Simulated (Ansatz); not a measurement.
Basis-set limit of SiC, triplet

```xyz
2

Si    0.0000    0.0000    0.0000
C     0.0000    0.0000    1.7100
```

Ansatz 0.2.0, UHF determinant, valence electrons correlated. Energies in eV.

```
       set  X  functions  Hartree–Fock  MP2 correlation  CCSD(T) correlation                                                                                                            time
def2-TZVPP  3         73    -8888.3539          -4.4075              -5.9747                 7 s on 1 × NVIDIA H100 80GB HBM3 with 1 thread of AMD EPYC 7R13 Processor (Zen 3) (shared host)
def2-QZVPP  4        127    -8888.6199          -4.7451              -6.2779  7 s on 1 × NVIDIA H100 80GB HBM3 with 1 thread of AMD EPYC 7R13 Processor (Zen 3), with other jobs on the host
```

Hartree–Fock is taken to follow E(X) = E∞ + A·exp(−7.88·√X), correlation E(X) = E∞ + B·X^−2.97.

Cautions: lower spins were not checked; ⟨S²⟩ of the determinant is 2.52 against 2.00, spin contaminated.

Work out the CCSD(T) energy at the limit, and how far the shortcut misses it that extrapolates MP2 and adds CCSD(T) minus MP2 from the smaller set.

Hartree–Fock: E∞ = E4 + 0.1377·(E4 − E3) = -8888.6565. Correlation: E∞ = E4 + 0.7407·(E4 − E3) = -6.5025 for CCSD(T) and -4.9951 for MP2. The limit is -8895.1590 eV, 0.261 eV below def2-QZVPP. The shortcut gives a correlation energy of -4.9951 + (-1.5673) = -6.5624, 60 meV lower than the direct value.

Past Ne part of the Hartree–Fock step between the two sets comes from the cores, which don't follow the formula, so the 37 meV that it adds to the total can overshoot; that part largely cancels in differences.
